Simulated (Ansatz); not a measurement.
Input for Ansatz (development build ahead of 0.2.0):

```yaml
crystal:
  periodic: [false, false, false]
  atoms:
    - { symbol: C, position_ang: [-0.00166, 0.03565, -0.60558] }
    - { symbol: O, position_ang: [0.12174, 0.07669, 0.66748] }
    - { symbol: H, position_ang: [-0.04386, -0.99931, -1.07443] }
    - { symbol: H, position_ang: [-0.04179, 0.80833, -1.13094] }
basis:
  gaussian: { orbitals: cc-pVDZ }
hamiltonian:
  xc: hf
correlation:
  method: mp2
  frozen_orbitals: { C: 1, H: 0, O: 1 }
```

The input is written out in the form of the current development build from the run's settings.

The run gave:

```yaml
Converged: yes
Reference_energy: -113.83811 hartree
Correlation_energy: -0.32286 hartree
Total_energy: -114.16097 hartree
Spin_squared_of_the_determinant: 0.000
```

Caution: no unrestricted run beside it, a lower state can exist.
